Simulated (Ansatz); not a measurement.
# doublet BH2SF+: levels of theory compared

Wanted: a comparison of 6 runs (U-r2SCAN/STO-3G, U-r2SCAN0/STO-3G, U-revPBE/STO-3G, U-wB97M-V/STO-3G, UBCCD(T)/STO-3G, UCCSDTQ/STO-3G) of doublet BH2SF+. 

The results are computed with Ansatz 0.2.0.

65 further runs of the same task are left out: 65 set aside as unsound or not needed.

### 1 Starting point

BH2SF+: 5 atoms, total charge +1, spin state doublet. SMILES of the parent species: `FBS`. Geometry: relaxed at PBE0-D4/def2-TZVP. This is one conformer, not always the lowest. That shape belongs to the parent species and isn't relaxed for this state.

Bond lengths: F1–B2 1.322 Å, B2–S3 1.794 Å, B2–H4 1.194 Å, S3–H5 1.342 Å. Angles: F1–B2–S3 117.9°, F1–B2–H4 119.5°, S3–B2–H4 122.6°, B2–S3–H5 94.9°.

### 2 The energy at U-r2SCAN/STO-3G (run 1)

Input file molecule.yaml:

```yaml
crystal:
  periodic: [false, false, false]
  atoms:
    - {symbol: F, position_ang: [-1.119100, -0.905900, -1.069200]}
    - {symbol: B, position_ang: [-0.412800, -0.339100, -0.106100]}
    - {symbol: S, position_ang: [0.972400, 0.698600, -0.579400]}
    - {symbol: H, position_ang: [-0.712000, -0.530900, 1.033700]}
    - {symbol: H, position_ang: [1.321400, 1.003700, 0.679600]}
basis:
  gaussian:
    orbitals: STO-3G
total_charge: 1
hamiltonian:
  xc: {name: r2SCAN}
magnetization:
  spin_polarized: true
  initial_magnetization: 1
accuracy: high
```

Launch:

```sh
ansatz run molecule.yaml --threads 1 --pin off --max-ram 2610MiB --events-out events.jsonl --progress --plain --runs-dir runs
```

Output:

```text
Warning: RAYON_NUM_THREADS=1 ignored (pool sized by the plan → 1); use --threads N
Functional definition: r2SCAN
  name "r2SCAN"
  parameter k0 = 0.174
  parameter k1 = 0.065
  parameter a1 = 4.9479
  exchange = r2scan_x(k0 = k0, k1 = k1, a1 = a1)
  correlation = r2scan_c
371 factors; integrals over basis functions are off by at most 2.9e-8 eV
mean field evaluation 1: about -14082.4852 eV, gradient 1.9e1 eV
mean field evaluation 2: about -14040.8059 eV, gradient 9.0e1 eV
mean field evaluation 4: about -14085.4444 eV, gradient 5.6e0 eV
mean field evaluation 8: about -14085.6907 eV, gradient 2.3e-1 eV
mean field evaluation 16: about -14085.6913 eV, gradient 1.1e-4 eV
mean field evaluation 32: about -14085.6710 eV, gradient 6.0e-1 eV
mean field -14085.69125672 eV, -517.6396060600 hartree, gradient 8.3e-8 eV, S^2 0.756362; 3 other end points of the search recorded, 0 dependent functions left out
reference -14085.69125737 eV, -517.6396060838 hartree; 16, 15 occupied and 5, 6 virtual orbitals, 371 factors
Total energy: -14085.69125737 eV, -517.6396060838 hartree
```

Wall time 7.2 s (1 thread of Arm Neoverse V1, shared host); peak memory 0.23 GiB.

### 3 A single-point energy at U-r2SCAN0/STO-3G (run 2)

Edit molecule.yaml of step 2 so:

```diff
@@ -9,10 +9,6 @@
 basis:
-  gaussian:
-    orbitals: STO-3G
+  gaussian: {orbitals: STO-3G}
 total_charge: 1
-hamiltonian:
-  xc: {name: r2SCAN}
-magnetization:
-  spin_polarized: true
-  initial_magnetization: 1
+magnetization: {spin_polarized: true, initial_magnetization: 1}
+hamiltonian: {xc: {name: r2SCAN0}}
 accuracy: high
```

Launch:

```sh
ansatz run molecule.yaml --threads 1 --pin off --max-ram 2610MiB --events-out events.jsonl --progress --plain --runs-dir runs
```

Output:

```text
Warning: RAYON_NUM_THREADS=1 ignored (pool sized by the plan → 1); use --threads N
Functional definition: r2SCAN0
  name "r2SCAN0"
  parameter a = 0.25
  parameter k0 = 0.174
  parameter k1 = 0.065
  parameter a1 = 4.9479
  exchange = (1 - a)*r2scan_x(k0 = k0, k1 = k1, a1 = a1) + a*exact_x
  correlation = r2scan_c
371 factors; integrals over basis functions are off by at most 2.9e-8 eV
mean field evaluation 1: about -14082.4968 eV, gradient 1.9e1 eV
mean field evaluation 2: about -14057.9073 eV, gradient 6.9e1 eV
mean field evaluation 4: about -14085.7059 eV, gradient 1.1e0 eV
mean field evaluation 8: about -14085.6840 eV, gradient 8.4e-2 eV
mean field evaluation 16: about -14085.6841 eV, gradient 9.6e-6 eV
mean field -14085.68413552 eV, -517.6393443607 hartree, gradient 5.7e-8 eV, S^2 0.758505; 2 other end points of the search recorded, 0 dependent functions left out
reference -14085.68413602 eV, -517.6393443790 hartree; 16, 15 occupied and 5, 6 virtual orbitals, 371 factors
Total energy: -14085.68413602 eV, -517.6393443790 hartree
```

Run time: 5.7 s. Hardware: 1 thread of Arm Neoverse V1, shared host; peak memory 0.23 GiB.

Runs 3 to 5 aren't shown in full; the table further down has their settings and results.

### 4 The energy at UCCSDTQ/STO-3G (run 6)

Input file input.yaml:

```yaml
crystal:
  periodic: [false, false, false]
  atoms:
    - symbol: F
      position_ang: [-1.119100, -0.905900, -1.069200]
    - symbol: B
      position_ang: [-0.412800, -0.339100, -0.106100]
    - symbol: S
      position_ang: [0.972400, 0.698600, -0.579400]
    - symbol: H
      position_ang: [-0.712000, -0.530900, 1.033700]
    - symbol: H
      position_ang: [1.321400, 1.003700, 0.679600]
basis:
  gaussian:
    orbitals: STO-3G
correlation:
  method: ccsdtq
  frozen_orbitals: {B: 1, F: 1, H: 0, S: 5}
total_charge: 1
scf:
  omitted_lower_state_checks: [cluster_reference, increment]
accuracy: high
magnetization:
  spin_polarized: true
  initial_magnetization: 1
```

Launch:

```sh
ansatz run input.yaml --threads 1 --pin off --max-ram 2610MiB --events-out events.jsonl --progress --plain --runs-dir runs
```

Output:

```text
Warning: RAYON_NUM_THREADS=1 ignored (pool sized by the plan → 1); use --threads N
[... 11 lines left out ...]
7 core orbitals not correlated: weight in the atoms' cores, before any rotation towards them, 1.000 or more for the frozen orbitals, at most 0.000 for the correlated occupied ones
[... 39 lines left out ...]
Total energy: -14059.73099770 eV, -516.6855841375 hartree
Checks for a lower state left out: cluster_reference, increment
```

It took 98 s on 1 thread of Arm Neoverse V1, shared host; peak memory 0.55 GiB.

### 5 All runs side by side

| run | level | frozen core orbitals | energy (Eh) | ⟨S²⟩ | wall time |
| --- | --- | --- | --- | --- | --- |
| 1 | U-r2SCAN/STO-3G | – | -517.639606 | 0.756 | 7.2 s |
| 2 | U-r2SCAN0/STO-3G | – | -517.639344 | 0.759 | 5.7 s |
| 3 | U-revPBE/STO-3G | – | -517.594077 | 0.754 | 4.5 s |
| 4 | U-wB97M-V/STO-3G | – | -517.731390 | 0.755 | 32 s |
| 5 | UBCCD(T)/STO-3G | 7 | -516.684625 | 0.758 | 0.44 s |
| 6 | UCCSDTQ/STO-3G | 7 | -516.685584 | 0.758 | 98 s |

### 6 What came out

| quantity | value |
| --- | --- |
| run 6: total energy | -516.68558 Eh |
| run 6: correlation energy (7 core orbitals frozen) | -120.5 mEh |
| run 6: ⟨S²⟩ of the reference determinant | 0.758 |
| run 6: T1 diagnostic | 0.024 |

What this shows: Totals of different functionals can't be ranked against each other. In runs 1, 2, 3, 4, 5, 6 the basis is minimal, so the values are rough. All runs together took 2.5 min, the longest 98 s.
